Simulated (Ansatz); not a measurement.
`CC(CF)CF` → `CC(F)CCF`  (isomerisation)

Program: Ansatz. Geometries: PBE0-D4/def2-TZVP. ΔE: electronic, gas phase. CBS: MP2 limit from def2 TZ/QZ plus the TZ coupled-cluster correction, frozen cores. DFT in def2-TZVPP. Each species was taken in one conformer, which may not be the lowest.

`CC(CF)CF`:

Z-matrix (Å, degrees):
```
C
C 1 1.522
H 1 1.092 2 111.2
H 1 1.092 2 110.9 3 -120.5
H 1 1.092 2 110.8 3 119.9
C 2 1.514 1 110.3 3 57.7
C 2 1.514 1 112.0 3 -177.8
H 2 1.097 1 109.4 3 -60.3
F 6 1.385 2 110.4 1 -174.3
H 6 1.094 2 110.8 1 -55.1
H 6 1.094 2 110.9 1 66.3
F 7 1.387 2 110.3 1 -59.1
H 7 1.093 2 111.1 1 -178.4
H 7 1.094 2 110.8 1 59.8
```

`CC(F)CCF`:

Z-matrix (Å, degrees):
```
C
C 1 1.506
H 1 1.091 2 110.4
H 1 1.092 2 110.2 3 119.7
H 1 1.093 2 110.6 3 -120.3
F 2 1.397 1 108.5 3 56.7
C 2 1.513 1 113.5 3 176.7
H 2 1.095 1 110.6 3 -59.3
C 7 1.507 2 113.3 1 177.5
H 7 1.094 2 109.2 1 55.6
H 7 1.096 2 108.8 1 -61.3
F 9 1.387 7 109.9 2 -65.5
H 9 1.093 7 111.2 2 53.6
H 9 1.093 7 111.1 2 175.6
```

```
    level  ΔE (kJ/mol)
r2SCAN-D4        -16.0
 BHLYP-D4        -14.9
```

Problem. What does CCSD(T)/CBS give? (An estimate is asked.)

Solution. Ansatz gave: -14.0 kJ/mol. The listed levels differ from it by -2.0, -0.9 kJ/mol.

Largest T1 diagnostic among the species: 0.010.

In def2-TZVPP, CCSD(T) changes the Hartree–Fock value by +4.1 kJ/mol (the triples alone add +0.5 kJ/mol) and MP2 by +4.9 kJ/mol. Leaving LDA and LC-ωPBE aside and taking each functional with its dispersion term where it has one, the values, not all of them listed here, spread over 2.9 kJ/mol, from B97M-V to revPBE-D4. At CCSD(T), def2-SVP lies +3.3 kJ/mol from the extrapolated value and def2-TZVPP +1.5 kJ/mol.

CCSD(T)/CBS has its own doubt, a few kJ/mol and more with outer-core shells, so smaller differences from it don't rank the levels.
